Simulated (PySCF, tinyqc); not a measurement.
Inside a calculation (part 1 of 2). Method: CIS and TDHF on RHF in the sto-3g basis, for CH2, spin multiplicity 1. The lowest restricted solution is unstable here: a spin-polarised one lies 0.0296 hartree lower (PySCF). Computed by tinyqc, a small Python program that keeps every step (integrals from PySCF). Settings: charge = 0, multiplicity = 1, basis = sto-3g, method = RHF, energy threshold = 1e-10, iteration cap = 58, orthogonalisation = symmetric, start = Wolfsberg-Helmholz matrix, DIIS depth = 6, TDHF = 1. Command: `OMP_NUM_THREADS=1 python tinyqc.py 22463 22464 out.jsonl` (the two numbers bound the seeds that draw the settings). One thread of a shared host (Intel(R) Xeon(R) Processor @ 2.60GHz), about 0.09 s of CPU time with the checks. The early iterations of the SCF are left out here.

## One-electron integrals

Geometry (angstrom):
```
atom         x          y         z
C     0.000000   0.000000  0.000000
H     0.000000   1.006000  0.668000
H     0.000000  -1.006000  0.668000
```

Basis sto-3g: exponents (1/bohr^2) and contraction coefficients of normalised primitives:
```
element  l (shell)   exponent  coefficient
C            s (1)  71.616837     0.154329
C            s (1)  13.045096     0.535328
C            s (1)   3.530512     0.444635
C            s (2)   2.941249    -0.099967
C            s (2)   0.683483     0.399513
C            s (2)   0.222290     0.700115
C            p (3)   2.941249     0.155916
C            p (3)   0.683483     0.607684
C            p (3)   0.222290     0.391957
H            s (1)   3.425251     0.154329
H            s (1)   0.623914     0.535328
H            s (1)   0.168855     0.444635
```

Overlap, kinetic and nuclear-attraction integrals over the contracted functions; the nuclear repulsion is the sum of Za Zb / Rab.

nuclear repulsion = 5.52154710 hartree

overlap S:
```
           1C 1s     1C 2s    1C 2px     1C 2py    1C 2pz     2H 1s      3H 1s
1C 1s   1.000000  0.248362  0.000000   0.000000  0.000000  0.047373   0.047373
1C 2s   0.248362  1.000000  0.000000   0.000000  0.000000  0.425322   0.425322
1C 2px  0.000000  0.000000  1.000000   0.000000  0.000000  0.000000   0.000000
1C 2py  0.000000  0.000000  0.000000   1.000000  0.000000  0.353615  -0.353615
1C 2pz  0.000000  0.000000  0.000000   0.000000  1.000000  0.234806   0.234806
2H 1s   0.047373  0.425322  0.000000   0.353615  0.234806  1.000000   0.116888
3H 1s   0.047373  0.425322  0.000000  -0.353615  0.234806  0.116888   1.000000
```

kinetic energy T (hartree):
```
            1C 1s      1C 2s    1C 2px     1C 2py    1C 2pz      2H 1s      3H 1s
1C 1s   15.891122  -0.085890  0.000000   0.000000  0.000000  -0.012231  -0.012231
1C 2s   -0.085890   0.472250  0.000000   0.000000  0.000000   0.072518   0.072518
1C 2px   0.000000   0.000000  1.477728   0.000000  0.000000   0.000000   0.000000
1C 2py   0.000000   0.000000  0.000000   1.477728  0.000000   0.161884  -0.161884
1C 2pz   0.000000   0.000000  0.000000   0.000000  1.477728   0.107493   0.107493
2H 1s   -0.012231   0.072518  0.000000   0.161884  0.107493   0.760032  -0.010248
3H 1s   -0.012231   0.072518  0.000000  -0.161884  0.107493  -0.010248   0.760032
```

nuclear attraction V (hartree):
```
             1C 1s      1C 2s     1C 2px     1C 2py     1C 2pz      2H 1s      3H 1s
1C 1s   -34.529164  -4.409899   0.000000   0.000000  -0.015266  -0.854185  -0.854185
1C 2s    -4.409899  -6.051839   0.000000   0.000000  -0.163769  -2.133110  -2.133110
1C 2px    0.000000   0.000000  -5.940823   0.000000   0.000000   0.000000   0.000000
1C 2py    0.000000   0.000000   0.000000  -6.084396   0.000000  -1.631427   1.631427
1C 2pz   -0.015266  -0.163769   0.000000   0.000000  -6.004127  -1.119063  -1.119063
2H 1s    -0.854185  -2.133110   0.000000  -1.631427  -1.119063  -4.083230  -0.525736
3H 1s    -0.854185  -2.133110   0.000000   1.631427  -1.119063  -0.525736  -4.083230
```

core Hamiltonian H = T + V (hartree):
```
             1C 1s      1C 2s     1C 2px     1C 2py     1C 2pz      2H 1s      3H 1s
1C 1s   -18.638042  -4.495789   0.000000   0.000000  -0.015266  -0.866416  -0.866416
1C 2s    -4.495789  -5.579589   0.000000   0.000000  -0.163769  -2.060592  -2.060592
1C 2px    0.000000   0.000000  -4.463095   0.000000   0.000000   0.000000   0.000000
1C 2py    0.000000   0.000000   0.000000  -4.606668   0.000000  -1.469543   1.469543
1C 2pz   -0.015266  -0.163769   0.000000   0.000000  -4.526399  -1.011570  -1.011570
2H 1s    -0.866416  -2.060592   0.000000  -1.469543  -1.011570  -3.323199  -0.535985
3H 1s    -0.866416  -2.060592   0.000000   1.469543  -1.011570  -0.535985  -3.323199
```

## Two-electron integrals

Functions are numbered as in S; the eight-fold symmetry (ij|kl) = (ji|kl) = (kl|ij) leaves the list below.

Two-electron integrals (ij|kl) in chemists' order, unique and non-zero (hartree):
```
(11|11) 3.541948    (21|11) 0.576921    (21|21) 0.111888    (22|11) 0.854682
(22|21) 0.205284    (22|22) 0.624709    (31|31) 0.020296    (32|31) 0.030858
(32|32) 0.137996    (33|11) 0.852436    (33|21) 0.205335    (33|22) 0.624568
(33|33) 0.672833    (41|41) 0.020296    (42|41) 0.030858    (42|42) 0.137996
(43|43) 0.036269    (44|11) 0.852436    (44|21) 0.205335    (44|22) 0.624568
(44|33) 0.600295    (44|44) 0.672833    (51|51) 0.020296    (52|51) 0.030858
(52|52) 0.137996    (53|53) 0.036269    (54|54) 0.036269    (55|11) 0.852436
(55|21) 0.205335    (55|22) 0.624568    (55|33) 0.600295    (55|44) 0.600295
(55|55) 0.672833    (61|11) 0.110581    (61|21) 0.021326    (61|22) 0.039087
(61|33) 0.038953    (61|41) 0.001076    (61|42) 0.002013    (61|44) 0.039241
(61|51) 0.000715    (61|52) 0.001337    (61|54) 0.000191    (61|55) 0.039080
(61|61) 0.004155    (62|11) 0.275928    (62|21) 0.067213    (62|22) 0.226381
(62|33) 0.220854    (62|41) 0.005326    (62|42) 0.037366    (62|44) 0.232212
(62|51) 0.003537    (62|52) 0.024811    (62|54) 0.007542    (62|55) 0.225862
(62|61) 0.013375    (62|62) 0.109317    (63|31) 0.006698    (63|32) 0.035745
(63|43) 0.007223    (63|53) 0.004796    (63|63) 0.013113    (64|11) 0.199337
(64|21) 0.049169    (64|22) 0.175598    (64|33) 0.166786    (64|41) 0.010079
(64|42) 0.062528    (64|44) 0.189420    (64|51) 0.002245    (64|52) 0.017784
(64|54) 0.010234    (64|55) 0.170396    (64|61) 0.010223    (64|62) 0.100653
(64|64) 0.104105    (65|11) 0.132363    (65|21) 0.032649    (65|22) 0.116600
(65|33) 0.110748    (65|41) 0.002245    (65|42) 0.017784    (65|44) 0.116186
(65|51) 0.008189    (65|52) 0.047554    (65|54) 0.010833    (65|55) 0.122738
(65|61) 0.006788    (65|62) 0.066835    (65|64) 0.060420    (65|65) 0.053233
(66|11) 0.431866    (66|21) 0.106978    (66|22) 0.410471    (66|33) 0.388885
(66|41) 0.010388    (66|42) 0.098730    (66|44) 0.433465    (66|51) 0.006898
(66|52) 0.065558    (66|54) 0.029602    (66|55) 0.408541    (66|61) 0.021568
(66|62) 0.253932    (66|64) 0.257841    (66|65) 0.171211    (66|66) 0.774606
(71|11) 0.110581    (71|21) 0.021326    (71|22) 0.039087    (71|33) 0.038953
(71|41) -0.001076   (71|42) -0.002013   (71|44) 0.039241    (71|51) 0.000715
(71|52) 0.001337    (71|54) -0.000191   (71|55) 0.039080    (71|61) 0.004031
(71|62) 0.012593    (71|64) 0.008793    (71|65) 0.006402    (71|66) 0.019967
(71|71) 0.004155    (72|11) 0.275928    (72|21) 0.067213    (72|22) 0.226381
(72|33) 0.220854    (72|41) -0.005326   (72|42) -0.037366   (72|44) 0.232212
(72|51) 0.003537    (72|52) 0.024811    (72|54) -0.007542   (72|55) 0.225862
(72|61) 0.012593    (72|62) 0.077989    (72|64) 0.051782    (72|65) 0.046412
(72|66) 0.140907    (72|71) 0.013375    (72|72) 0.109317    (73|31) 0.006698
(73|32) 0.035745    (73|43) -0.007223   (73|53) 0.004796    (73|63) 0.008746
(73|73) 0.013113    (74|11) -0.199337   (74|21) -0.049169   (74|22) -0.175598
(74|33) -0.166786   (74|41) 0.010079    (74|42) 0.062528    (74|44) -0.189420
(74|51) -0.002245   (74|52) -0.017784   (74|54) 0.010234    (74|55) -0.170396
(74|61) -0.008793   (74|62) -0.051782   (74|64) -0.026685   (74|65) -0.030241
(74|66) -0.087217   (74|71) -0.010223   (74|72) -0.100653   (74|74) 0.104105
(75|11) 0.132363    (75|21) 0.032649    (75|22) 0.116600    (75|33) 0.110748
(75|41) -0.002245   (75|42) -0.017784   (75|44) 0.116186    (75|51) 0.008189
(75|52) 0.047554    (75|54) -0.010833   (75|55) 0.122738    (75|61) 0.006402
(75|62) 0.046412    (75|64) 0.030241    (75|65) 0.035803    (75|66) 0.088848
(75|71) 0.006788    (75|72) 0.066835    (75|74) -0.060420   (75|75) 0.053233
(76|11) 0.065968    (76|21) 0.016147    (76|22) 0.056807    (76|33) 0.055182
(76|44) 0.056828    (76|51) 0.001384    (76|52) 0.010541    (76|55) 0.058351
(76|61) 0.003143    (76|62) 0.024871    (76|64) 0.019900    (76|65) 0.016697
(76|66) 0.054587    (76|71) 0.003143    (76|72) 0.024871    (76|74) -0.019900
(76|75) 0.016697    (76|76) 0.007031    (77|11) 0.431866    (77|21) 0.106978
(77|22) 0.410471    (77|33) 0.388885    (77|41) -0.010388   (77|42) -0.098730
(77|44) 0.433465    (77|51) 0.006898    (77|52) 0.065558    (77|54) -0.029602
(77|55) 0.408541    (77|61) 0.019967    (77|62) 0.140907    (77|64) 0.087217
(77|65) 0.088848    (77|66) 0.262161    (77|71) 0.021568    (77|72) 0.253932
(77|74) -0.257841   (77|75) 0.171211    (77|76) 0.054587    (77|77) 0.774606
```

## Orthogonalisation

S = U s U^T; symmetric (Loewdin) form X = U s^(-1/2) U^T, so that X^T S X = 1.

eigenvalues of S: 0.347046  0.438065  0.870778  1.000000  1.101011  1.445047  1.798053

X:
```
            1C 1s      1C 2s    1C 2px     1C 2py     1C 2pz      2H 1s      3H 1s
1C 1s    1.026723  -0.149529  0.000000   0.000000  -0.010894   0.024437   0.024437
1C 2s   -0.149529   1.217863  0.000000   0.000000   0.104309  -0.281648  -0.281648
1C 2px   0.000000   0.000000  1.000000   0.000000   0.000000   0.000000   0.000000
1C 2py   0.000000   0.000000  0.000000   1.131971   0.000000  -0.238442   0.238442
1C 2pz  -0.010894   0.104309  0.000000   0.000000   1.056197  -0.152308  -0.152308
2H 1s    0.024437  -0.281648  0.000000  -0.238442  -0.152308   1.188955  -0.021833
3H 1s    0.024437  -0.281648  0.000000   0.238442  -0.152308  -0.021833   1.188955
```

## Iteration 7 (converged): orbitals

converged F (hartree):
```
             1C 1s      1C 2s    1C 2px     1C 2py     1C 2pz      2H 1s      3H 1s
1C 1s   -10.999777  -2.954287  0.000000   0.000000  -0.025373  -0.576588  -0.576588
1C 2s    -2.954287  -1.432899  0.000000   0.000000  -0.066787  -0.606483  -0.606483
1C 2px    0.000000   0.000000  0.232875   0.000000   0.000000   0.000000   0.000000
1C 2py    0.000000   0.000000  0.000000  -0.181906   0.000000  -0.345584   0.345584
1C 2pz   -0.025373  -0.066787  0.000000   0.000000  -0.215384  -0.260833  -0.260833
2H 1s    -0.576588  -0.606483  0.000000  -0.345584  -0.260833  -0.402861  -0.166712
3H 1s    -0.576588  -0.606483  0.000000   0.345584  -0.260833  -0.166712  -0.402861
```

Diagonalise F' = X^T F X, C = X C', fill 4 alpha and 4 beta electrons from the bottom; D = 2 C_occ C_occ^T. Each column has its largest component positive (the first on a tie).

F' = X^T F X (hartree):
```
            1          2         3          4          5          6          7
1  -10.769534  -1.555615  0.000000   0.000000  -0.050404  -0.057753  -0.057753
2   -1.555615  -0.638466  0.000000   0.000000   0.124434  -0.380133  -0.380133
3    0.000000   0.000000  0.232875   0.000000   0.000000   0.000000   0.000000
4    0.000000   0.000000  0.000000   0.113166   0.000000  -0.395671   0.395671
5   -0.050404   0.124434  0.000000   0.000000  -0.088460  -0.263319  -0.263319
6   -0.057753  -0.380133  0.000000  -0.395671  -0.263319  -0.003366  -0.035570
7   -0.057753  -0.380133  0.000000   0.395671  -0.263319  -0.035570  -0.003366
```

orbital energies (hartree): MO1 -11.005496, MO2 -0.792158, MO3 -0.488341, MO4 -0.294079, MO5 0.232875, MO6 0.556339, MO7 0.633711

coefficients C:
```
              MO1        MO2        MO3        MO4       MO5        MO6        MO7
1C 1s    0.993311  -0.220710   0.000000   0.129211  0.000000  -0.160491   0.000000
1C 2s    0.028188   0.712053   0.000000  -0.585350  0.000000   0.908092   0.000000
1C 2px   0.000000   0.000000   0.000000   0.000000  1.000000   0.000000   0.000000
1C 2py   0.000000   0.000000   0.524112   0.000000  0.000000   0.000000   1.058477
1C 2pz   0.005154   0.141531   0.000000   0.773361  0.000000   0.744849   0.000000
2H 1s   -0.006139   0.265107   0.464448   0.252044  0.000000  -0.806449  -0.757725
3H 1s   -0.006139   0.265107  -0.464448   0.252044  0.000000  -0.806449   0.757725
```

D after iteration 7:
```
            1C 1s      1C 2s    1C 2px     1C 2py     1C 2pz      2H 1s      3H 1s
1C 1s    2.104150  -0.409584  0.000000   0.000000   0.147617  -0.064087  -0.064087
1C 2s   -0.409584   1.700900  0.000000   0.000000  -0.703529   0.082127   0.082127
1C 2px   0.000000   0.000000  0.000000   0.000000   0.000000   0.000000   0.000000
1C 2py   0.000000   0.000000  0.000000   0.549387   0.000000   0.486845  -0.486845
1C 2pz   0.147617  -0.703529  0.000000   0.000000   1.236290   0.464821   0.464821
2H 1s   -0.064087   0.082127  0.000000   0.486845   0.464821   0.699115  -0.163732
3H 1s   -0.064087   0.082127  0.000000  -0.486845   0.464821  -0.163732   0.699115
```

## Convergence

Stop when the energy changes by less than 1e-10 hartree and every element of the error matrix X^T (F D S - S D F) X is below 3e-06.

Course of the cycle:
```
iteration   E (hartree)     change  largest element of the error matrix
1          -38.15859135          -                             3.37e-01
2          -38.34283394  -1.84e-01                             7.24e-02
3          -38.35408909  -1.13e-02                             2.69e-02
4          -38.35551030  -1.42e-03                             3.64e-03
5          -38.35555489  -4.46e-05                             5.96e-04
6          -38.35555589  -9.97e-07                             5.44e-06
7          -38.35555589  -8.21e-11                             1.55e-07
```

PySCF RHF in the same basis = -38.35555589 hartree

Converged in 7 iterations.

## Integrals over molecular orbitals

(pq|rs) = sum C_ip C_jq C_kr C_ls (ij|kl), one index at a time.

one-electron integrals over orbitals h = C^T H C (hartree):
```
            1          2          3          4          5          6          7
1  -18.623648   0.355675   0.000000  -0.192904   0.000000   0.243090   0.000000
2    0.355675  -4.493922   0.000000   0.227165   0.000000  -0.814142   0.000000
3    0.000000   0.000000  -3.898769   0.000000   0.000000   0.000000  -0.871495
4   -0.192904   0.227165   0.000000  -4.280688   0.000000  -0.435290   0.000000
5    0.000000   0.000000   0.000000   0.000000  -4.463095   0.000000   0.000000
6    0.243090  -0.814142   0.000000  -0.435290   0.000000  -3.501483   0.000000
7    0.000000   0.000000  -0.871495   0.000000   0.000000   0.000000  -3.647234
```

Two-electron integrals over orbitals (pq|rs), unique and non-zero (hartree):
```
(11|11) 3.507913    (21|11) -0.293211   (21|21) 0.039087    (22|11) 0.713521
(22|21) -0.007507   (22|22) 0.538914    (31|31) 0.007184    (32|31) 0.012341
(32|32) 0.138271    (33|11) 0.585995    (33|21) -0.002367   (33|22) 0.501107
(33|33) 0.509070    (41|11) 0.168041    (41|21) -0.019428   (41|22) 0.014341
(41|33) 0.006164    (41|41) 0.026380    (42|11) -0.097005   (42|21) 0.007502
(42|22) 0.019441    (42|33) 0.021713    (42|41) 0.012469    (42|42) 0.079516
(43|31) -0.002459   (43|32) 0.027839    (43|43) 0.035961    (44|11) 0.791928
(44|21) -0.012706   (44|22) 0.495233    (44|33) 0.454285    (44|41) -0.011103
(44|42) -0.087611   (44|44) 0.645573    (51|51) 0.021677    (52|51) 0.023681
(52|52) 0.091198    (53|53) 0.018880    (54|51) -0.013350   (54|52) -0.040620
(54|54) 0.050940    (55|11) 0.851997    (55|21) -0.009300   (55|22) 0.542365
(55|33) 0.471262    (55|41) 0.004883    (55|42) -0.051785   (55|44) 0.573708
(55|55) 0.672833    (61|11) -0.209872   (61|21) 0.030385    (61|22) 0.000841
(61|33) 0.001212    (61|41) -0.004422   (61|42) 0.015287    (61|44) -0.019521
(61|55) -0.005685   (61|61) 0.030499    (62|11) 0.241232    (62|21) -0.005229
(62|22) 0.085659    (62|33) 0.027339    (62|41) 0.014821    (62|42) -0.000826
(62|44) 0.069014    (62|55) 0.124533    (62|61) 0.003692    (62|62) 0.096295
(63|31) 0.001492    (63|32) -0.066338   (63|43) -0.033544   (63|63) 0.084000
(64|11) 0.122200    (64|21) -0.000575   (64|22) 0.037294    (64|33) 0.003642
(64|41) 0.002019    (64|42) -0.017359   (64|44) 0.070227    (64|55) 0.060764
(64|61) 0.000842    (64|62) 0.050895    (64|64) 0.041240    (65|51) 0.015522
(65|52) 0.053487    (65|54) -0.011257   (65|65) 0.041114    (66|11) 0.678985
(66|21) -0.005661   (66|22) 0.524622    (66|33) 0.500998    (66|41) 0.020925
(66|42) 0.053631    (66|44) 0.450322    (66|55) 0.494911    (66|61) 0.007432
(66|62) 0.063492    (66|64) 0.020156    (66|66) 0.560607    (71|31) 0.012092
(71|32) 0.019068    (71|43) -0.004345   (71|63) 0.002090    (71|71) 0.020441
(72|31) 0.009124    (72|32) 0.004123    (72|43) -0.033166   (72|63) 0.045581
(72|71) 0.014390    (72|72) 0.055190    (73|11) 0.252742    (73|21) -0.005756
(73|22) 0.061020    (73|33) 0.025483    (73|41) -0.000534   (73|42) -0.061177
(73|44) 0.119187    (73|55) 0.129659    (73|61) -0.006286   (73|62) 0.074131
(73|64) 0.050998    (73|66) 0.007054    (73|73) 0.120597    (74|31) -0.008458
(74|32) -0.072628   (74|43) 0.003671    (74|63) 0.042178    (74|71) -0.013936
(74|72) -0.009229   (74|74) 0.063943    (75|53) 0.018411    (75|75) 0.022478
(76|31) 0.008041    (76|32) 0.107685    (76|43) 0.040590    (76|63) -0.075827
(76|71) 0.012640    (76|72) -0.023361   (76|74) -0.053136   (76|76) 0.110302
(77|11) 0.735279    (77|21) -0.008686   (77|22) 0.511014    (77|33) 0.508965
(77|41) 0.003972    (77|42) -0.013618   (77|44) 0.515300    (77|55) 0.520672
(77|61) -0.006240   (77|62) 0.044835    (77|64) 0.018231    (77|66) 0.506728
(77|73) 0.065797    (77|77) 0.549353
```

## CIS matrix, singlets

A(ia,jb) = (e_a - e_i) d_ij d_ab + 2 (ia|jb) - (ij|ab).

CIS matrix A, singlet (hartree):
```
           1>5        1>6        1>7        2>5       2>6        2>7       3>5        3>6
1>5  10.429729   0.000000   0.000000   0.056662  0.000000   0.000000  0.000000   0.000000
1>6   0.000000  10.943849   0.000000   0.000000  0.013045   0.000000  0.000000   0.000000
1>7   0.000000   0.000000  10.944811   0.000000  0.000000   0.037465  0.000000  -0.003861
2>5   0.056662   0.000000   0.000000   0.665065  0.000000   0.000000  0.000000   0.000000
2>6   0.000000   0.013045   0.000000   0.000000  1.016465   0.000000  0.000000   0.000000
2>7   0.000000   0.000000   0.037465   0.000000  0.000000   1.025236  0.000000  -0.016523
3>5   0.000000   0.000000   0.000000   0.000000  0.000000   0.000000  0.287713   0.000000
3>6   0.000000   0.000000  -0.003861   0.000000  0.000000  -0.016523  0.000000   0.711680
3>7   0.000000  -0.020613   0.000000   0.000000  0.040577   0.000000  0.000000   0.000000
4>5  -0.031583   0.000000   0.000000  -0.029456  0.000000   0.000000  0.000000   0.000000
4>6   0.000000  -0.019242   0.000000   0.000000  0.048160   0.000000  0.000000   0.000000
4>7   0.000000   0.000000  -0.031844   0.000000  0.000000  -0.004840  0.000000   0.043766

           3>7        4>5        4>6        4>7
1>5   0.000000  -0.031583   0.000000   0.000000
1>6  -0.020613   0.000000  -0.019242   0.000000
1>7   0.000000   0.000000   0.000000  -0.031844
2>5   0.000000  -0.029456   0.000000   0.000000
2>6   0.040577   0.000000   0.048160   0.000000
2>7   0.000000   0.000000   0.000000  -0.004840
3>5   0.000000   0.000000   0.000000   0.000000
3>6   0.000000   0.000000   0.000000   0.043766
3>7   0.854280   0.000000   0.061407   0.000000
4>5   0.000000   0.055126   0.000000   0.000000
4>6   0.061407   0.000000   0.482575   0.000000
4>7   0.000000   0.000000   0.000000   0.540376
```
